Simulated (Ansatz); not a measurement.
A made-up structure of C2H4N (charge +1), singlet:

```xyz
7
angstrom
C -0.7045 0.5325 -0.2854
C 0.3790 -0.2865 0.1535
N 1.2422 -0.9389 0.5033
H -1.5038 -0.1096 -0.6687
H -0.3489 1.1992 -1.0774
H 0.6684 -1.0866 -0.4787
H 2.0079 -1.5177 0.8135
```

It is relaxed with PBE-D4/def2-SVP and then PBE0-D4/def2-TZVP (Ansatz 0.2.0). Atoms count as bonded within 1.22 times the sum of their covalent radii (H–H: 0.88 Å). The end point is not checked to be a true minimum.

Does its bonding change? (A judgement: the text doesn't fix the answer.)

Computed: Yes. Formed: none; broken: C2–H6.

Where it ends: The first stage lowers the energy by 5.19 eV in 8 steps. It ends as C₂H₄N ([CH2][C][NH2]), total charge +1:
```
7
angstrom
C -0.6963 0.4738 -0.4248
C 0.2604 -0.3252 -0.1451
N 1.1978 -1.1080 0.1289
H -1.7290 0.1694 -0.2650
H -0.4847 1.4638 -0.8247
H 1.5652 -1.7606 -0.5631
H 1.6269 -1.1208 1.0538
```

Labels in which every atom is bracketed show which atoms are joined, not bond orders.

For scale, one of the runs: PBE0-D4/def2-TZVP relaxation, 117 basis functions, launched by `ansatz run in.yaml --threads 2 --pin off --events-out ev --progress --plain --max-ram 4352MiB`. The run took about 8.5 s on 2 CPU threads of an Arm Neoverse V1 (shared host).
